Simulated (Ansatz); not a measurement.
# Molecular dynamics of H₅NSi

Input:

```yaml
crystal:
  periodic: [false, false, false]
  atoms:
    - { symbol: Si, position_ang: [0.28639, 0.125864, -0.23587] }
    - { symbol: "N", position_ang: [0.956684, -0.087854, 1.540337] }
    - { symbol: H, position_ang: [0.525333, -0.636971, 2.289903] }
    - { symbol: H, position_ang: [1.500566, 0.687658, 1.914623] }
    - { symbol: H, position_ang: [1.683727, -0.401088, 0.412525] }
    - { symbol: H, position_ang: [-0.608775, 1.344378, -0.280807] }
    - { symbol: H, position_ang: [-0.670325, -1.031985, -0.254709] }
basis:
  gaussian: { orbitals: def2-SVP }
hamiltonian:
  xc: r2scan
  dispersion: d4
md:
  timestep: 0.5
  n_steps: 200
  ensemble: nve
  temperature: 100.0
  initial_velocities: maxwell_boltzmann
  seed: 8570
```

Command:

```bash
$ ansatz run input.yaml --threads 1 --pin off --max-ram 2048MiB --backend cpu --events-out ev --progress --plain --runs-dir out
```

It starts at the highest image of a converged band. Of that band: Neighbouring images differ by up to 1.4 eV, so the band resolves the path poorly. A vibrational analysis at the climbing image gives one clearly imaginary mode, 1423i cm⁻¹: a first-order saddle point.

Output, in part (step lines, the closing report, with atoms numbered from 0):

```
md step     0: t =     0.00 fs  T =   100.0 K  F+E_penalty+E_count = -9441.15800984 eV  E_kin = 0.064630 eV  conserved = -9441.09337984 eV  (25 SCF iters)
md step     1: t =     0.50 fs  T =    95.5 K  F+E_penalty+E_count = -9441.15499552 eV  E_kin = 0.061718 eV  conserved = -9441.09327733 eV  (29 SCF iters)
md step     2: t =     1.00 fs  T =    83.8 K  F+E_penalty+E_count = -9441.14727515 eV  E_kin = 0.054190 eV  conserved = -9441.09308545 eV  (29 SCF iters)
md step     3: t =     1.50 fs  T =    69.4 K  F+E_penalty+E_count = -9441.13776286 eV  E_kin = 0.044882 eV  conserved = -9441.09288115 eV  (29 SCF iters)
md step     4: t =     2.00 fs  T =    57.1 K  F+E_penalty+E_count = -9441.12962622 eV  E_kin = 0.036897 eV  conserved = -9441.09272935 eV  (29 SCF iters)
md step     5: t =     2.50 fs  T =    50.4 K  F+E_penalty+E_count = -9441.12524792 eV  E_kin = 0.032579 eV  conserved = -9441.09266878 eV  (29 SCF iters)
md step     6: t =     3.00 fs  T =    50.9 K  F+E_penalty+E_count = -9441.12558723 eV  E_kin = 0.032877 eV  conserved = -9441.09271044 eV  (29 SCF iters)
md step     7: t =     3.50 fs  T =    57.5 K  F+E_penalty+E_count = -9441.12999307 eV  E_kin = 0.037154 eV  conserved = -9441.09283918 eV  (28 SCF iters)
[... lines left out ...]
Total energy: -9442.89677815 eV, -347.0200559717 hartree
Atom 0 at     0.328299     0.058592    -0.145771 Å, force    -0.277318     0.169246    -1.685831 eV/Å
Atom 1 at     0.929701     0.025834     1.520271 Å, force    -0.095015    -0.499038    -0.309732 eV/Å
Atom 2 at     0.168135     0.448634     2.022211 Å, force    -0.449428     0.557442     0.301594 eV/Å
Atom 3 at     1.331521    -0.593374     2.233569 Å, force     0.376961    -0.289336    -1.124566 eV/Å
Atom 4 at     1.206368     0.277650    -1.492201 Å, force     0.046160     0.675853     1.968535 eV/Å
Atom 5 at    -0.743169     1.124473     0.183346 Å, force     0.625743    -0.441730    -0.750173 eV/Å
Atom 6 at    -0.325046    -1.000840    -1.096889 Å, force    -0.227104    -0.172437     1.600172 eV/Å
Dipole moment:    -0.005596    -0.124620     0.422021 e Å
```

The steps, from the saved trajectory:

```tsv
time (fs)	T (K)	potential energy less start (eV)	conserved less start (meV/atom)
0	100	0.000	0.00
3	51	0.032	0.10
6	70	0.019	0.05
9	146	-0.029	0.04
12	387	-0.184	0.21
15	1406	-0.843	0.16
18	3199	-2.005	-0.32
21	3936	-2.482	-0.38
24	3128	-1.958	-0.20
27	1869	-1.144	0.00
30	1185	-0.700	0.15
33	1629	-0.990	-0.19
36	1986	-1.218	0.08
39	3032	-1.900	-0.75
42	2356	-1.459	-0.11
45	1492	-0.899	0.06
48	1648	-1.000	0.09
51	2801	-1.750	-0.73
54	2299	-1.418	0.50
57	3238	-2.033	-0.70
60	2692	-1.676	-0.08
63	2060	-1.268	-0.12
66	1513	-0.913	0.08
69	1490	-0.902	-0.47
72	911	-0.521	0.39
75	2196	-1.357	-0.33
78	3019	-1.888	-0.18
81	3396	-2.131	-0.17
84	3201	-2.006	-0.27
87	1950	-1.196	-0.03
90	1766	-1.079	-0.30
93	1858	-1.137	-0.16
96	1596	-0.966	0.13
99	2463	-1.529	-0.19
```

All steps were run. The conserved energy stayed within 0.95 meV per atom of its start (net change -0.34 meV per atom), so the integration is sound. The kinetic energy rose, since the run started high on the potential surface and went downhill. A run of 0.1 ps of so small a system gives no equilibrium averages. The orbitals stay closed-shell, which can raise the energy where a bond breaks towards radicals; this wasn't checked here.

Between its relaxed ends the band would form N2–H5 and break Si1–H5. These pairs go: N2–H5 1.38 → 3.04 Å, Si1–H5 1.63 → 1.62 Å. In the last frame they stand as before the step (other bonds may differ from the relaxed reactants and products). These pairs come and go: their bonding changes 6 times, last at 66 of 100 fs, so the outcome isn't settled. It ends as one piece, H5NSi. Pairs count as bonded within 1.25 times the sum of covalent radii (0.12 Å more for H–H).

Last frame:

```xyz
7
Properties=species:S:1:pos:R:3
Si 0.328 0.059 -0.146
N 0.930 0.026 1.520
H 0.168 0.449 2.022
H 1.331 -0.593 2.234
H 1.206 0.278 -1.492
H -0.743 1.125 0.183
H -0.325 -1.001 -1.097
```

Time of the run: 6.6 min on 1 thread of Arm Neoverse V1 (shared host), peak memory 0.1 GiB.
